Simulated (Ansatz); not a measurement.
Born–Oppenheimer molecular dynamics of CH6OSi (9 atoms, charge 0, multiplicity 1). It starts from a relaxed structure.

Computed with Ansatz 0.2.0, RKS PBE0/def2-SVP.

- ensemble: NVT, Langevin thermostat
- time step: 0.5 fs
- steps asked: 300
- set temperature: 50 K
- friction: 0.001 /fs
- seed: 477392

First frame:

```xyz
9
Properties=species:S:1:pos:R:3
Si -0.009 -0.006 0.015
O 0.042 -0.285 1.653
C -1.091 -0.375 2.469
H -1.770 -1.189 2.154
H -0.770 -0.585 3.501
H -1.672 0.567 2.481
H 1.401 0.012 -0.457
H -0.670 1.304 -0.288
H -0.773 -1.085 -0.690
```

Problem. What does the run give?

Solution. All steps were run.

```
steps done                                               : 300
time covered                                             : 150 fs
mean temperature over the second half                    : 31 K
spread of the potential energy over the second half      : 0.7 meV per atom
mean potential energy of the second half above the start : 2.6 meV per atom
```

The mean temperature of the second half is 39 % below the set value. A run of 0.15 ps of so small a system gives no equilibrium averages.

Problem. What happens to the structure?

Solution. The same pairs are bonded in the first frame and the last. Pairs count as bonded within 1.25 times the sum of covalent radii (0.12 Å more for H–H). Another seed would give other details.

Problem. How do temperature and energy run in time?

Solution. 
```
time (fs)  T (K)  potential energy less start (eV)
      0.0     44                             0.000
     12.5     34                             0.020
     25.0     28                             0.028
     37.5     34                             0.021
     50.0     26                             0.031
     62.5     22                             0.038
     75.0     38                             0.017
     87.5     33                             0.021
    100.0     29                             0.023
    112.5     41                             0.012
    125.0     31                             0.022
    137.5     31                             0.022
    150.0     30                             0.024
```

Run time: 5.6 min on 1 thread of Intel(R) Xeon(R) Platinum 8559C (Emerald Rapids) (shared host), peak memory 0.15 GiB.
